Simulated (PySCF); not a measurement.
These are PBE-D3(BJ)/def2-TZVP // PBE0-D3(BJ)/def2-TZVP (PySCF) values and carry that method's errors. Isolated molecules, 0 K electronic values unless said otherwise. Excitations are Tamm–Dancoff values on a coarser integration grid. The basis has no diffuse functions, so Rydberg states are missing or too high.

Reference species (SMILES): `FB(F)F` (neutral, multiplicity 1).

- T1 excitation (TDA): 9.50 eV
- HOMO–LUMO gap: 9.65 eV

Changed species: `CB(C)F` (2 of 3 F replaced by CH3; the reference has 0 of 3 F replaced by CH3).

Q: Give the shifts of the T1 excitation (TDA) and HOMO–LUMO gap.

A: the T1 excitation (TDA) falls by 3.62 eV, to 5.88 eV; the HOMO–LUMO gap falls by 3.41 eV, to 6.24 eV.
